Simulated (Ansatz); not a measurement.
## C$_{3}$H$_{4}$, singlet: cost against accuracy

Geometry (MP2(full)/6-31G*, from the G2/97 set):

```yaml
atoms:
  - { symbol: C, position_ang: [0.0000, 0.0000, 0.1552] }
  - { symbol: C, position_ang: [0.0000, 0.0000, 1.3734] }
  - { symbol: C, position_ang: [0.0000, 0.0000, -1.3062] }
  - { symbol: H, position_ang: [0.0000, 0.0000, 2.4391] }
  - { symbol: H, position_ang: [0.0000, 1.0211, -1.6959] }
  - { symbol: H, position_ang: [0.8843, -0.5106, -1.6959] }
  - { symbol: H, position_ang: [-0.8843, -0.5106, -1.6959] }
```

Measured, as an electronic atomization energy: 704.9 kcal/mol (G2/97 heats of formation of molecule and atoms, with zero-point and thermal terms from B3LYP taken off; Curtiss et al., J. Chem. Phys. 106, 1063 (1997), Staroverov et al., J. Chem. Phys. 119, 12129 (2003)). The measured value holds scalar relativity and spin–orbit coupling, which all computed ones lack, and core correlation, which the wave-function levels lack. Atoms are taken at the same level; beside RHF, RMP2 and RCC rows they are unrestricted. The atoms' steps beyond CCSDT(Q) are taken from restricted open-shell runs, which share full CI's core. Ansatz 0.2.0; the 6-31G* set has Cartesian d functions; a miss is computed less measured; times are wall times on shared hosts and scatter by a factor of two or so.

```json
{"level": "RHF", "basis": "cc-pVDZ", "miss (kcal/mol)": "-192.5", "time of the run": "0.48 s", "hardware": "1 CPU thread"}
{"level": "RMP2", "basis": "cc-pVDZ", "miss (kcal/mol)": "-39.9", "time of the run": "–", "hardware": "–"}
{"level": "RCCSD(T)", "basis": "cc-pVDZ", "miss (kcal/mol)": "-53.2", "time of the run": "0.81 s", "hardware": "1 CPU thread"}
{"level": "RCCSDT(Q)", "basis": "cc-pVDZ", "miss (kcal/mol)": "-52.6", "time of the run": "3.2 s", "hardware": "H100 + 5 CPU threads"}
{"level": "RCCSDTQ", "basis": "cc-pVDZ", "miss (kcal/mol)": "-52.7", "time of the run": "5.9 min", "hardware": "H100 + 5 CPU threads"}
{"level": "RHF", "basis": "cc-pVTZ", "miss (kcal/mol)": "-182.5", "time of the run": "2.6 s", "hardware": "1 CPU thread"}
{"level": "RMP2", "basis": "cc-pVTZ", "miss (kcal/mol)": "-5.0", "time of the run": "–", "hardware": "–"}
{"level": "RCCSD(T)", "basis": "cc-pVTZ", "miss (kcal/mol)": "-18.5", "time of the run": "3.4 s", "hardware": "H100 + 5 CPU threads"}
{"level": "RCCSDT(Q)", "basis": "cc-pVTZ", "miss (kcal/mol)": "-18.3", "time of the run": "41 s", "hardware": "H100 + 5 CPU threads"}
{"level": "RHF", "basis": "cc-pVQZ", "miss (kcal/mol)": "-181.5", "time of the run": "10 s", "hardware": "1 CPU thread"}
{"level": "RMP2", "basis": "cc-pVQZ", "miss (kcal/mol)": "5.1", "time of the run": "–", "hardware": "–"}
{"level": "RCCSD(T)", "basis": "cc-pVQZ", "miss (kcal/mol)": "-8.8", "time of the run": "13 s", "hardware": "H100 + 5 CPU threads"}
```

HF's time is that of a plain UHF run. A dash: the level came out of a higher level's run.

A composite of the best parts (restricted reference, at this geometry, which isn't the minimum of the high levels):

| part | kcal/mol |
| --- | --- |
| Hartree–Fock limit (T, Q; exp(−5.46 √X)) | 523.69 |
| CCSD(T) correlation limit (T, Q; X⁻³) | 178.99 |
| CCSDT − CCSD(T) (TZ) | -0.80 |
| (Q) (TZ) | 0.93 |
| CCSDTQ − CCSDT(Q) (DZ) | -0.07 |
| sum | 702.7 |
| sum less measured | -2.1 |
